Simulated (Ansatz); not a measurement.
Cartesian coordinates in Å:
```
C 0.650 1.531 0.351
C 0.191 0.451 0.103
C -0.363 -0.855 -0.196
H 1.056 2.490 0.570
H -0.326 -1.057 -1.269
H 0.197 -1.642 0.316
H -1.405 -0.918 0.125
```

Charge 0, multiplicity 1.

(1) List the r2SCAN/def2-TZVPP orbital energies in eV (the Gaussian-basis code of Ansatz). (Estimate.)

Results:

(1) Computed: Occupied: -273.68, -273.14, -272.68, -20.42, -18.23, -13.52, -11.55, -11.02, -11.02, -6.70, -6.70. Lowest empty: 0.62, 0.62, 1.65, 2.85, 3.78, 3.79, 4.30, 4.64.
